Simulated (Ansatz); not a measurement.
`[CH2][Mg][CH3]` radical, 8 atoms. Charge 0, multiplicity 2. Correlated methods include outer-core shells of Mg, which these sets cover unevenly. All runs use 2 threads of a server CPU on a shared host. Correlated methods freeze the cores. Open-shell runs search over several starts.

(1) Give the basis size and wall time and peak host memory of each of these runs in Ansatz. UKS PBE0-D4/def2-TZVP frequencies; UHF-CCSD(T)/def2-TZVPP energy; UKS CAM-B3LYP-D4/def2-TZVPP energy; UKS PBE-QIDH (frozen core)/def2-TZVPP energy; UHF-MP2/def2-QZVPP energy; UKS ωB97M-V/def2-QZVPP energy; UKS ωB97X-V/def2-TZVPP energy; UKS PBE0-D4/def2-SVP energy; direct RPA on PBE orbitals/def2-TZVPP energy; UKS ωB97M-V/def2-SVP energy; UHF-CCSD(T)/def2-SVP energy; UKS PBE0-D4/def2-TZVP relaxation (5 steps). (Best estimate.)

Results:

(1) The calculation gave: Other jobs shared the machine, so times are rough.

```csv
level,job,functions,wall time,peak host memory (GiB)
UKS PBE0-D4/def2-SVP,energy,71,2.7 s,0.15
UKS CAM-B3LYP-D4/def2-TZVPP,energy,164,6 s,0.39
direct RPA on PBE orbitals/def2-TZVPP,energy,164,8.5 s,0.37
UKS PBE-QIDH (frozen core)/def2-TZVPP,energy,164,8.5 s,0.32
UHF-CCSD(T)/def2-SVP,energy,71,11 s,0.38
UKS ωB97M-V/def2-SVP,energy,71,12 s,0.31
UKS ωB97X-V/def2-TZVPP,energy,164,17 s,0.49
UKS PBE0-D4/def2-TZVP,relaxation (5 steps),124,28 s,0.25
UKS ωB97M-V/def2-QZVPP,energy,327,37 s,1.1
UHF-MP2/def2-QZVPP,energy,327,45 s,1.1
UKS PBE0-D4/def2-TZVP,frequencies,124,2.2 min,0.24
UHF-CCSD(T)/def2-TZVPP,energy,164,3.8 min,3.6
```
